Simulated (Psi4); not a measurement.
# B2NH5 (SMILES BNB) at OMP2/aug-cc-pVDZ (density fitting for correlation)

What is the energy change on altering one bond length of B2NH5 at OMP2/aug-cc-pVDZ (density fitting for correlation)? The job is set up through a Python script.

The results are computed with Psi4 1.11.

1 further run of the same task is left out (set aside as unsound or not needed).

## (1) The system as given

B2NH5 has 8 atoms, charge 0, and is taken as a singlet. As SMILES, `BNB`. The shape is that of a PBE0-D4/def2-TZVP optimisation.

Bond lengths: B1–N2 1.417 Å, N2–B3 1.417 Å, B1–H4 1.194 Å, B1–H5 1.197 Å, N2–H6 1.011 Å, B3–H7 1.197 Å, B3–H8 1.194 Å. Angles: B1–N2–B3 125.8°, B1–N2–H6 117.1°, B3–N2–H6 117.1°, N2–B1–H4 118.5°, N2–B1–H5 119.5°, N2–B3–H7 119.4°, N2–B3–H8 118.5°, H4–B1–H5 122.0°, H7–B3–H8 122.0°.

## (2) A single-point energy at OMP2/aug-cc-pVDZ (density fitting for correlation)

b2h5n.xyz

```xyz
8
B2H5N
B     -0.828200     0.654900    -0.693300
N      0.260000     0.377700     0.170800
B      0.695200    -0.910900     0.567700
H     -1.449400    -0.261400    -1.140100
H     -1.097800     1.791200    -0.954100
H      0.771000     1.169500     0.536500
H      1.631600    -1.014200     1.305600
H      0.109700    -1.864100     0.150900
```

job.py

```python
import psi4

psi4.set_memory(1600000000)
psi4.set_num_threads(1)
psi4.set_output_file('psi4.out', False)

with open('b2h5n.xyz') as f:
    atoms = ''.join(f.readlines()[2:])
mol = psi4.geometry('0 1\n' + atoms + 'symmetry c1')

psi4.set_options({
    'puream': True,
    'e_convergence': 1e-09,
    'd_convergence': 1e-08,
    'scf_type': 'pk',
    'num_frozen_docc': 3,
})

result = psi4.energy('omp2/aug-cc-pVDZ')
print(f'omp2/aug-cc-pVDZ energy: {result:.10f} Eh')
```

Started as:

```bash
python job.py
```

psi4.out:

```text
[...]
  Running in c1 symmetry.
[...]
  Nuclear repulsion =   58.239730875990219
[...]
  Multiplicity = 1
[...]
  Nalpha       = 11
  Nbeta        = 11
[...]
    Number of basis functions: 114
[...]
   @RHF iter   1:  -106.69531729979269   -9.95817e-01   3.89478e-03 ADIIS/DIIS
[...]
   @RHF iter  10:  -106.79301295897442   -5.79803e-12   2.69095e-09 DIIS
[...]
    Orbital Energies [Eh]
    ---------------------
    Doubly Occupied:
       1A    -15.566526     2A     -7.612079     3A     -7.612062
       4A     -1.176677     5A     -0.742540     6A     -0.721373
       7A     -0.599069     8A     -0.546876     9A     -0.477836
      10A     -0.468583    11A     -0.465406
[...]
  @RHF Final Energy:  -106.79301295897442
   => Energetics <=
    Nuclear Repulsion Energy =             58.2397308759902188
    One-Electron Energy =                -258.0874317619410476
    Two-Electron Energy =                  93.0546879269763991
    Total Energy =                       -106.7930129589744155
[...]
 Multipole Moments:
 ------------------------------------------------------------------------------------
     Multipole            Electronic (a.u.)      Nuclear  (a.u.)        Total (a.u.)
 ------------------------------------------------------------------------------------
 L = 1.  Multiply by 2.5417464519 to convert [e a0] to [Debye]
 Dipole X            :          0.2753699           -0.0514687            0.2239012
 Dipole Y            :          0.4269525           -0.0796636            0.3472889
 Dipole Z            :          0.1972201           -0.0369311            0.1602890
 Magnitude           :                                                    0.4432086
[...]
	Warning: cc_lambda option is changed to TRUE
	For this residual convergence, default PCG convergence is:     1.00e-07
[...]
	DF-MP2 Total Energy (a.u.)         :  -107.14468138636552
[...]
	DF-MP2 Total Energy (a.u.)         :  -107.14805137892853
[...]
	DF-OMP2 Total Energy (a.u.)        :  -107.14805137892640
[...]
```

On the terminal:

```text
omp2/aug-cc-pVDZ energy: -107.1480513789 Eh
```

It took 15 s on 1 thread of AMD EPYC 9R45 (Zen 5), shared host; peak memory 0.52 GiB.

## (3) The distorted shape, same level

run.py

```python
import psi4

psi4.set_memory(1600000000)
psi4.set_num_threads(1)
psi4.core.set_output_file('run.log', False)

geom = psi4.geometry("""
0 1
B     -1.41222824     0.59338345    -1.16229306
N      0.64417173     0.06955137     0.47061928
B      1.46658054    -2.36554971     1.22065158
H     -2.58612611    -1.13817260    -2.00662269
H     -2.07454134     3.38487743    -1.80298770
H      1.60982178     1.56583652     1.16169213
H      3.23612008    -2.56075842     2.61508049
H      0.36014589    -4.16683666     0.43301373
units au
symmetry c1
no_reorient
no_com
""")

psi4.set_options({
    'basis': 'aug-cc-pVDZ',
    'puream': True,
    'e_convergence': 1e-09,
    'd_convergence': 1e-08,
    'scf_type': 'pk',
    'num_frozen_docc': 3,
})

E, wfn = psi4.energy('omp2', molecule=geom, return_wfn=True)
print(f'omp2 energy: {E:.10f} Eh')
for k, v in sorted(psi4.core.scalar_variables().items()):
    print(f'{k:45s} {v:18.10f}')
```

Started as:

```bash
python run.py
```

run.log:

```text
[...]
  Running in c1 symmetry.
[...]
  Nuclear repulsion =   57.401127610682998
[...]
  Multiplicity = 1
[...]
  Nalpha       = 11
  Nbeta        = 11
[...]
    Number of basis functions: 114
[...]
   @RHF iter   1:  -106.65866511922587   -1.05016e+00   3.93788e-03 DIIS/ADIIS
[...]
   @RHF iter  10:  -106.75866586674178   -1.06297e-11   6.29839e-09 DIIS
[...]
    Orbital Energies [Eh]
    ---------------------
    Doubly Occupied:
       1A    -15.576303     2A     -7.653403     3A     -7.619939
       4A     -1.186380     5A     -0.742830     6A     -0.730358
       7A     -0.586484     8A     -0.551876     9A     -0.481758
      10A     -0.474786    11A     -0.428426
[...]
  @RHF Final Energy:  -106.75866586674178
   => Energetics <=
    Nuclear Repulsion Energy =             57.4011276106829982
    One-Electron Energy =                -256.2545000162994029
    Two-Electron Energy =                  92.0947065388746182
    Total Energy =                       -106.7586658667417794
[...]
 Multipole Moments:
 ------------------------------------------------------------------------------------
     Multipole            Electronic (a.u.)      Nuclear  (a.u.)        Total (a.u.)
 ------------------------------------------------------------------------------------
 L = 1.  Multiply by 2.5417464519 to convert [e a0] to [Debye]
 Dipole X            :         -5.0042525            5.3263839            0.3221314
 Dipole Y            :         11.3506948          -11.2890254            0.0616694
 Dipole Z            :         -3.7366520            3.9863035            0.2496515
 Magnitude           :                                                    0.4121864
[...]
	Warning: cc_lambda option is changed to TRUE
	For this residual convergence, default PCG convergence is:     1.00e-07
[...]
	DF-MP2 Total Energy (a.u.)         :  -107.11225108471771
[...]
	DF-MP2 Total Energy (a.u.)         :  -107.11585970036325
[...]
	DF-OMP2 Total Energy (a.u.)        :  -107.11585970036431
[...]
```

The script printed:

```text
omp2 energy: -107.1158597004 Eh
CURRENT CORRELATION ENERGY                         -0.3571938336
CURRENT ENERGY                                   -107.1158597004
CURRENT REFERENCE ENERGY                         -106.7586658667
DD SOLVATION ENERGY                                 0.0000000000
HF KINETIC ENERGY                                 106.4670836070
HF POTENTIAL ENERGY                              -213.2257494737
HF TOTAL ENERGY                                  -106.7586658667
HF VIRIAL RATIO                                     2.0027387081
MP2 CORRELATION ENERGY                             -0.3535852180
MP2 DOUBLES ENERGY                                 -0.3535852180
MP2 SINGLES ENERGY                                  0.0000000000
MP2 TOTAL ENERGY                                 -107.1122510847
NUCLEAR REPULSION ENERGY                           57.4011276107
OMP2 CORRELATION ENERGY                            -0.3571938336
OMP2 REFERENCE CORRECTION ENERGY                    0.0039017397
OMP2 TOTAL ENERGY                                -107.1158597004
ONE-ELECTRON ENERGY                              -256.2545000163
PCM POLARIZATION ENERGY                             0.0000000000
PE ENERGY                                           0.0000000000
SCF ITERATION ENERGY                             -106.7586658667
SCF ITERATIONS                                     10.0000000000
SCF TOTAL ENERGY                                 -106.7586658667
SCS(N)-MP2 CORRELATION ENERGY                     106.7586658667
SCS(N)-MP2 TOTAL ENERGY                             0.0000000000
SCS(N)-OMP2 CORRELATION ENERGY                    106.7586658667
SCS(N)-OMP2 TOTAL ENERGY                            0.0000000000
SCS-MP2 CORRELATION ENERGY                        106.7586658667
SCS-MP2 TOTAL ENERGY                                0.0000000000
SCS-OMP2 CORRELATION ENERGY                       106.7586658667
SCS-OMP2 TOTAL ENERGY                               0.0000000000
SOS-MP2 CORRELATION ENERGY                        106.7586658667
SOS-MP2 TOTAL ENERGY                                0.0000000000
SOS-OMP2 CORRELATION ENERGY                       106.7586658667
SOS-OMP2 TOTAL ENERGY                               0.0000000000
TWO-ELECTRON ENERGY                                92.0947065389
```

It took 15 s on 1 thread of AMD EPYC 9R45 (Zen 5), shared host; peak memory 0.52 GiB.

## (4) Outcome

Level: OMP2/aug-cc-pVDZ (density fitting for correlation), 3 core orbitals frozen.

| quantity | value |
| --- | --- |
| first shape: total energy | -107.14805 Eh |
| first shape: HOMO energy (Hartree–Fock orbitals) | -12.66 eV |
| first shape: LUMO energy (Hartree–Fock orbitals) | 1.02 eV |
| first shape: HOMO–LUMO gap (Hartree–Fock orbitals) | 13.68 eV |
| first shape: correlation energy (3 core orbitals frozen) | -355.0 mEh |
| distorted shape: total energy | -107.11586 Eh |
| distorted shape: HOMO energy (Hartree–Fock orbitals) | -11.66 eV |
| distorted shape: LUMO energy (Hartree–Fock orbitals) | 1.01 eV |
| distorted shape: HOMO–LUMO gap (Hartree–Fock orbitals) | 12.67 eV |
| distorted shape: correlation energy (3 core orbitals frozen) | -357.2 mEh |
| energy change with the B1–H5 bond stretched from 1.197 to 1.556 Å | 0.876 eV |

With the B1–H5 bond stretched from 1.197 to 1.556 Å the energy rises by 0.88 eV (84.5 kJ/mol). The first shape isn't relaxed at this level, so the change isn't measured from a minimum.
